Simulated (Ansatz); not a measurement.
1T (CdI2-type) PtSe2 was calculated with PBE in Ansatz (plane waves, PAW).

Rigid layers of the crystal as relaxed at this level are moved apart or together:

```
run   k mesh  layer repeat (Å)  energy against free layers (meV/Å²)  gap on the mesh (eV)
---  -------  ----------------  -----------------------------------  --------------------
1    12×12×8              4.78                                11.42                 0.000
2    12×12×8              4.93                                 7.01                 0.000
3    12×12×8              5.08                                 4.46                 0.000
4    12×12×6              5.28                                 2.41                 0.000
5    12×12×6              5.58                                 0.63                 0.137
6    12×12×6              6.08                                -0.63                 0.567
7    12×12×6              7.08                                -0.66                 1.095
8    12×12×4              9.08                                -0.09                 1.376
```

The lowest energy of these points lies at a layer repeat of 7.08 Å.

Spin–orbit coupling is not included.

Note: the cell comes from a level without a dispersion term, which matters for the spacing of layers, chains or molecules.

Ansatz is an electronic-structure program.
